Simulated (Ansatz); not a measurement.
fcc Au was calculated with PBE-D3(BJ) in Ansatz (PAW).

Numerical settings: plane-wave cutoff 520 eV, 24×24×24 k mesh, Fermi–Dirac smearing 0.05 eV, scalar-relativistic PAW data made under PBE.

Computed points:

| V (Å³/atom) | E − E_lowest (meV/atom) | P (GPa) |
|---|---|---|
| 16.231 | 35.97 | 11.98 |
| 16.576 | 15.17 | 7.42 |
| 16.921 | 3.57 | 3.44 |
| 17.267 | 0.00 | -0.04 |
| 17.612 | 3.43 | -3.07 |
| 17.957 | 12.96 | -5.71 |
| 18.303 | 27.79 | -8.00 |

Question: Estimate the bulk modulus from the pressures at 16.921 and 17.612 Å³/atom, and compare it with a fit to all energies.

Answer: B = −V dP/dV. Between V = 16.921 and 17.612 Å³/atom, dP/dV = (-3.07 − (3.44))/(17.612 − 16.921) = -9.42 GPa per Å³/atom; at the midpoint 17.267 Å³/atom this gives B ≈ 163 GPa. The third-order Birch–Murnaghan fit gives V0 = 17.262 Å³/atom, B0 = 162 GPa, B′ = 5.9, which lies within 1 % of that estimate.

Measured, for comparison: bulk modulus 182 GPa (0 K value with the zero-point phonon effect removed, our sources range from 175 to 182; as tabulated in Mejia-Rodriguez and Trickey (2018), arXiv:1807.09216); equilibrium volume per atom 16.76 Å³/atom (static lattice: zero-point anharmonic expansion removed; as tabulated in Mejia-Rodriguez and Trickey (2018), arXiv:1807.09216). Computed (rounded) less measured: bulk modulus -11 % (-7 % to -11 % over the range), equilibrium volume per atom +3.0 %.

Spin–orbit coupling is not included; it can shift volumes and moduli of such heavy elements.

Computed values are for the static lattice.

Ansatz is a first-principles code.
